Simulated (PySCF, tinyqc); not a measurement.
Worked calculation: MP2 on RHF in the sto-3g basis, for LiH, spin multiplicity 1. The lowest restricted solution is unstable here: a spin-polarised one lies 0.0190 hartree lower (PySCF). Computed by tinyqc, a small Python program that keeps every step (integrals from PySCF). Settings: charge = 0, multiplicity = 1, basis = sto-3g, method = RHF, energy threshold = 1e-10, iteration cap = 83, orthogonalisation = symmetric, start = atomic densities, DIIS depth = 6. Command: `OMP_NUM_THREADS=1 python tinyqc.py 20009 20010 out.jsonl` (the two numbers bound the seeds that draw the settings). One thread of a shared host (Intel(R) Xeon(R) Processor @ 2.60GHz), about 0.1 s of CPU time with the checks. The early iterations of the SCF are left out here.

## One-electron integrals

Geometry (angstrom):
```
atom       x       y       z
Li    0.0000  0.0000  0.0000
H     0.0000  0.0000  2.4000
```

Basis sto-3g: exponents (1/bohr^2) and contraction coefficients of normalised primitives:
```
element  l (shell)  exponent  coefficient
Li           s (1)   16.1196       0.1543
Li           s (1)    2.9362       0.5353
Li           s (1)    0.7947       0.4446
Li           s (2)    0.6363      -0.1000
Li           s (2)    0.1479       0.3995
Li           s (2)    0.0481       0.7001
Li           p (3)    0.6363       0.1559
Li           p (3)    0.1479       0.6077
Li           p (3)    0.0481       0.3920
H            s (1)    3.4253       0.1543
H            s (1)    0.6239       0.5353
H            s (1)    0.1689       0.4446
```

Overlap, kinetic and nuclear-attraction integrals over the contracted functions; the nuclear repulsion is the sum of Za Zb / Rab.

nuclear repulsion = 0.661472 hartree

overlap S, order 1Li 1s, 1Li 2s, 1Li 2px, 1Li 2py, 1Li 2pz, 2H 1s:
```
[[1.0000, 0.2411, 0.0000, 0.0000, 0.0000, 0.0106],
 [0.2411, 1.0000, 0.0000, 0.0000, 0.0000, 0.2155],
 [0.0000, 0.0000, 1.0000, 0.0000, 0.0000, 0.0000],
 [0.0000, 0.0000, 0.0000, 1.0000, 0.0000, 0.0000],
 [0.0000, 0.0000, 0.0000, 0.0000, 1.0000, 0.3204],
 [0.0106, 0.2155, 0.0000, 0.0000, 0.3204, 1.0000]]
```

kinetic energy T (hartree), order 1Li 1s, 1Li 2s, 1Li 2px, 1Li 2py, 1Li 2pz, 2H 1s:
```
[[3.5768, -0.0202, 0.0000, 0.0000, 0.0000, -0.0053],
 [-0.0202, 0.1022, 0.0000, 0.0000, 0.0000, 0.0061],
 [0.0000, 0.0000, 0.3197, 0.0000, 0.0000, 0.0000],
 [0.0000, 0.0000, 0.0000, 0.3197, 0.0000, 0.0000],
 [0.0000, 0.0000, 0.0000, 0.0000, 0.3197, 0.0333],
 [-0.0053, 0.0061, 0.0000, 0.0000, 0.0333, 0.7600]]
```

nuclear attraction V (hartree), order 1Li 1s, 1Li 2s, 1Li 2px, 1Li 2py, 1Li 2pz, 2H 1s:
```
[[-8.2034, -1.0175, 0.0000, 0.0000, -0.0072, -0.0416],
 [-1.0175, -1.4219, 0.0000, 0.0000, -0.0777, -0.3201],
 [0.0000, 0.0000, -1.3933, 0.0000, 0.0000, 0.0000],
 [0.0000, 0.0000, 0.0000, -1.3933, 0.0000, 0.0000],
 [-0.0072, -0.0777, 0.0000, 0.0000, -1.4499, -0.4803],
 [-0.0416, -0.3201, 0.0000, 0.0000, -0.4803, -1.8881]]
```

core Hamiltonian H = T + V (hartree), order 1Li 1s, 1Li 2s, 1Li 2px, 1Li 2py, 1Li 2pz, 2H 1s:
```
[[-4.6266, -1.0377, 0.0000, 0.0000, -0.0072, -0.0469],
 [-1.0377, -1.3197, 0.0000, 0.0000, -0.0777, -0.3140],
 [0.0000, 0.0000, -1.0737, 0.0000, 0.0000, 0.0000],
 [0.0000, 0.0000, 0.0000, -1.0737, 0.0000, 0.0000],
 [-0.0072, -0.0777, 0.0000, 0.0000, -1.1302, -0.4470],
 [-0.0469, -0.3140, 0.0000, 0.0000, -0.4470, -1.1280]]
```

## Two-electron integrals

Functions are numbered as in S; the eight-fold symmetry (ij|kl) = (ji|kl) = (kl|ij) leaves the list below.

Two-electron integrals (ij|kl) in chemists' order, unique and non-zero (hartree):
```
(11|11) 1.6804     (21|11) 0.2654     (21|21) 0.0499     (22|11) 0.3977
(22|21) 0.0929     (22|22) 0.2906     (31|31) 0.0090     (32|31) 0.0138
(32|32) 0.0642     (33|11) 0.3966     (33|21) 0.0929     (33|22) 0.2905
(33|33) 0.3129     (41|41) 0.0090     (42|41) 0.0138     (42|42) 0.0642
(43|43) 0.0169     (44|11) 0.3966     (44|21) 0.0929     (44|22) 0.2905
(44|33) 0.2792     (44|44) 0.3129     (51|51) 0.0090     (52|51) 0.0138
(52|52) 0.0642     (53|53) 0.0169     (54|54) 0.0169     (55|11) 0.3966
(55|21) 0.0929     (55|22) 0.2905     (55|33) 0.2792     (55|44) 0.2792
(55|55) 0.3129     (61|11) 0.0108     (61|21) 0.0021     (61|22) 0.0040
(61|33) 0.0040     (61|44) 0.0040     (61|51) 2.94e-04   (61|52) 0.0006
(61|55) 0.0041     (61|61) 9.82e-05   (62|11) 0.0599     (62|21) 0.0143
(62|22) 0.0524     (62|33) 0.0493     (62|44) 0.0493     (62|51) 0.0021
(62|52) 0.0167     (62|55) 0.0586     (62|61) 0.0007     (62|62) 0.0208
(63|31) 0.0007     (63|32) 0.0042     (63|53) 0.0021     (63|63) 0.0009
(64|41) 0.0007     (64|42) 0.0042     (64|54) 0.0021     (64|64) 0.0009
(65|11) 0.0853     (65|21) 0.0205     (65|22) 0.0765     (65|33) 0.0713
(65|44) 0.0713     (65|51) 0.0033     (65|52) 0.0258     (65|55) 0.0868
(65|61) 0.0011     (65|62) 0.0321     (65|65) 0.0499     (66|11) 0.2205
(66|21) 0.0532     (66|22) 0.2126     (66|33) 0.1959     (66|44) 0.1959
(66|51) 0.0071     (66|52) 0.0737     (66|55) 0.2459     (66|61) 0.0027
(66|62) 0.1136     (66|65) 0.1794     (66|66) 0.7746
```

## Orthogonalisation

S = U s U^T; symmetric (Loewdin) form X = U s^(-1/2) U^T, so that X^T S X = 1.

eigenvalues of S: [0.5883, 0.8101, 1.0000, 1.0000, 1.1819, 1.4196]

X, order 1Li 1s, 1Li 2s, 1Li 2px, 1Li 2py, 1Li 2pz, 2H 1s:
```
[[1.0233, -0.1284, 0.0000, 0.0000, -0.0047, 0.0168],
 [-0.1284, 1.0438, 0.0000, 0.0000, 0.0302, -0.1228],
 [0.0000, 0.0000, 1.0000, 0.0000, 0.0000, 0.0000],
 [0.0000, 0.0000, 0.0000, 1.0000, 0.0000, 0.0000],
 [-0.0047, 0.0302, 0.0000, 0.0000, 1.0433, -0.1773],
 [0.0168, -0.1228, 0.0000, 0.0000, -0.1773, 1.0635]]
```

## Iteration 9 (converged): orbitals

converged F (hartree), order 1Li 1s, 1Li 2s, 1Li 2px, 1Li 2py, 1Li 2pz, 2H 1s:
```
[[-2.3713, -0.6440, 0.0000, 0.0000, 0.0133, -0.0292],
 [-0.6440, -0.2052, 0.0000, 0.0000, -0.0498, -0.1734],
 [0.0000, 0.0000, 0.1577, 0.0000, 0.0000, 0.0000],
 [0.0000, 0.0000, 0.0000, 0.1577, 0.0000, 0.0000],
 [0.0133, -0.0498, 0.0000, 0.0000, 0.0757, -0.1731],
 [-0.0292, -0.1734, 0.0000, 0.0000, -0.1731, -0.0644]]
```

Diagonalise F' = X^T F X, C = X C', fill 2 alpha and 2 beta electrons from the bottom; D = 2 C_occ C_occ^T. Each column has its largest component positive (the first on a tie).

F' = X^T F X (hartree):
```
[[-2.3178, -0.3606, 0.0000, 0.0000, 0.0108, 0.0272],
 [-0.3606, -0.0493, 0.0000, 0.0000, -0.0022, -0.1727],
 [0.0000, 0.0000, 0.1577, 0.0000, 0.0000, 0.0000],
 [0.0000, 0.0000, 0.0000, 0.1577, 0.0000, 0.0000],
 [0.0108, -0.0022, 0.0000, 0.0000, 0.1429, -0.2013],
 [0.0272, -0.1727, 0.0000, 0.0000, -0.2013, 0.0357]]
```

orbital energies (hartree): [-2.3737, -0.2169, 0.0670, 0.1577, 0.1577, 0.3352]

coefficients C, order 1Li 1s, 1Li 2s, 1Li 2px, 1Li 2py, 1Li 2pz, 2H 1s:
```
[[0.9916, -0.1487, -0.2168, 0.0000, 0.0000, 0.1081],
 [0.0330, 0.5203, 0.8004, 0.0000, 0.0000, -0.4577],
 [0.0000, 0.0000, 0.0000, 0.0751, 0.9972, 0.0000],
 [0.0000, 0.0000, 0.0000, 0.9972, -0.0751, 0.0000],
 [-0.0043, 0.3145, -0.5737, 0.0000, 0.0000, -0.8323],
 [-0.0020, 0.6194, -0.2455, 0.0000, 0.0000, 0.8566]]
```

D after iteration 9, order 1Li 1s, 1Li 2s, 1Li 2px, 1Li 2py, 1Li 2pz, 2H 1s:
```
[[2.0106, -0.0894, 0.0000, 0.0000, -0.1020, -0.1882],
 [-0.0894, 0.5437, 0.0000, 0.0000, 0.3271, 0.6445],
 [0.0000, 0.0000, 0.0000, 0.0000, 0.0000, 0.0000],
 [0.0000, 0.0000, 0.0000, 0.0000, 0.0000, 0.0000],
 [-0.1020, 0.3271, 0.0000, 0.0000, 0.1979, 0.3897],
 [-0.1882, 0.6445, 0.0000, 0.0000, 0.3897, 0.7674]]
```

Within a degenerate level the vectors are fixed only up to a rotation; this is one choice.

## Convergence

Stop when the energy changes by less than 1e-10 hartree and every element of the error matrix X^T (F D S - S D F) X is below 3e-06.

Course of the cycle:
```
iteration  E (hartree)     change  largest element of the error matrix
1            -7.618019          -                             8.76e-02
2            -7.769589  -1.52e-01                             8.29e-02
3            -7.778675  -9.09e-03                             4.76e-02
4            -7.783087  -4.41e-03                             6.95e-03
5            -7.783373  -2.86e-04                             1.70e-03
6            -7.783382  -8.55e-06                             2.19e-04
7            -7.783382  -7.93e-08                             1.68e-05
8            -7.783382  -6.24e-10                             2.57e-07
9            -7.783382  -1.97e-13                             5.47e-10
```

PySCF RHF in the same basis = -7.783382 hartree

Converged in 9 iterations.

## Integrals over molecular orbitals

(pq|rs) = sum C_ip C_jq C_kr C_ls (ij|kl), one index at a time.

one-electron integrals over orbitals h = C^T H C (hartree):
```
[[-4.6178, 0.0958, 0.1597, 0.0000, 0.0000, -0.0510],
 [0.0958, -1.2364, 0.0032, 0.0000, 0.0000, 0.0627],
 [0.1597, 0.0032, -1.0807, 0.0000, 0.0000, 0.0149],
 [0.0000, 0.0000, 0.0000, -1.0737, 0.0000, 0.0000],
 [0.0000, 0.0000, 0.0000, 0.0000, -1.0737, 0.0000],
 [-0.0510, 0.0627, 0.0149, 0.0000, 0.0000, -1.0215]]
```

Two-electron integrals over orbitals (pq|rs), unique and non-zero (hartree):
```
(11|11) 1.6595      (21|11) -0.0977     (21|21) 0.0098      (22|11) 0.2972
(22|21) 0.0018      (22|22) 0.4349      (31|11) -0.1426     (31|21) 0.0108
(31|22) -0.0098     (31|31) 0.0220      (32|11) 0.0371      (32|21) -0.0025
(32|22) -0.0666     (32|31) -4.49e-04   (32|32) 0.0287      (33|11) 0.3868
(33|21) -0.0082     (33|22) 0.2123      (33|31) 4.46e-04    (33|32) 0.0173
(33|33) 0.3212      (41|41) 0.0098      (42|41) 0.0073      (42|42) 0.0209
(43|41) 0.0104      (43|42) 0.0212      (43|43) 0.0414      (44|11) 0.3963
(44|21) -0.0035     (44|22) 0.2346      (44|31) -0.0051     (44|32) 0.0190
(44|33) 0.2774      (44|44) 0.3129      (51|51) 0.0098      (52|51) 0.0073
(52|52) 0.0209      (53|51) 0.0104      (53|52) 0.0212      (53|53) 0.0414
(54|54) 0.0169      (55|11) 0.3963      (55|21) -0.0035     (55|22) 0.2346
(55|31) -0.0051     (55|32) 0.0190      (55|33) 0.2774      (55|44) 0.2792
(55|55) 0.3129      (61|11) 0.0658      (61|21) -0.0087     (61|22) -0.0069
(61|31) -0.0042     (61|32) 0.0029      (61|33) 0.0115      (61|44) 0.0016
(61|55) 0.0016      (61|61) 0.0104      (62|11) -0.0873     (62|21) 0.0009
(62|22) 0.1033      (62|31) 0.0048      (62|32) -0.0519     (62|33) -0.0163
(62|44) -0.0430     (62|55) -0.0430     (62|61) 0.0017      (62|62) 0.1322
(63|11) 0.0283      (63|21) -0.0021     (63|22) -0.0639     (63|31) 0.0039
(63|32) 0.0241      (63|33) 0.0372      (63|44) 0.0117      (63|55) 0.0117
(63|61) 0.0048      (63|62) -0.0442     (63|63) 0.0367      (64|41) -0.0054
(64|42) -0.0175     (64|43) -0.0107     (64|64) 0.0185      (65|51) -0.0054
(65|52) -0.0175     (65|53) -0.0107     (65|65) 0.0185      (66|11) 0.3462
(66|21) 2.86e-04    (66|22) 0.4035      (66|31) -0.0101     (66|32) -0.0512
(66|33) 0.2398      (66|44) 0.2539      (66|55) 0.2539      (66|61) -0.0053
(66|62) 0.0812      (66|63) -0.0474     (66|66) 0.3956
```

## Second-order Moller-Plesset energy

Hartree-Fock energy = -7.783382 hartree

E2 = sum_ijab (ia|jb) [2 (ia|jb) - (ib|ja)] / (e_i + e_j - e_a - e_b) over occupied i, j and virtual a, b; the opposite-spin part is (ia|jb)^2 / denominator, the rest is same-spin, and SCS-MP2 scales them by 6/5 and 1/3.

Terms:
```
i  j  a  b    (ia|jb)    (ib|ja)  denominator       term
2  2  6  6     0.1322     0.1322      -1.1042    -0.0158
2  2  6  3    -0.0519    -0.0519      -0.8360    -0.0032
2  2  3  6    -0.0519    -0.0519      -0.8360    -0.0032
2  2  3  3     0.0287     0.0287      -0.5677    -0.0015
2  2  5  5     0.0209     0.0209      -0.7491    -0.0006
2  2  4  4     0.0209     0.0209      -0.7491    -0.0006
1  1  3  3     0.0220     0.0220      -4.8814  -9.92e-05
1  1  6  6     0.0104     0.0104      -5.4179  -2.01e-05
1  1  5  5     0.0098     0.0098      -5.0628  -1.90e-05
1  1  4  4     0.0098     0.0098      -5.0628  -1.90e-05
2  1  5  5     0.0073     0.0073      -2.9060  -1.84e-05
1  2  5  5     0.0073     0.0073      -2.9060  -1.84e-05
1  2  4  4     0.0073     0.0073      -2.9060  -1.84e-05
2  1  4  4     0.0073     0.0073      -2.9060  -1.84e-05
2  1  6  3     0.0048     0.0029      -2.9928  -1.05e-05
1  2  3  6     0.0048     0.0029      -2.9928  -1.05e-05
1  1  3  6    -0.0042    -0.0042      -5.1497  -3.50e-06
1  1  6  3    -0.0042    -0.0042      -5.1497  -3.50e-06
2  1  3  6     0.0029     0.0048      -2.9928  -1.08e-06
1  2  6  3     0.0029     0.0048      -2.9928  -1.08e-06
1  2  6  6     0.0017     0.0017      -3.2611  -8.46e-07
2  1  6  6     0.0017     0.0017      -3.2611  -8.46e-07
2  1  3  3  -4.49e-04  -4.49e-04      -2.7245  -7.40e-08
1  2  3  3  -4.49e-04  -4.49e-04      -2.7245  -7.40e-08
```

Pair energies (hartree; pair i-j sums ij and ji):
```
pair  opposite spin  same spin
1-1       -1.64e-04     0.0000
2-1       -9.63e-05  -2.23e-06
2-2         -0.0249          0
```

MP2 correlation energy = -0.025160 hartree

SCS-MP2 correlation energy = -0.030190 hartree

MP2 total energy = -7.808542 hartree
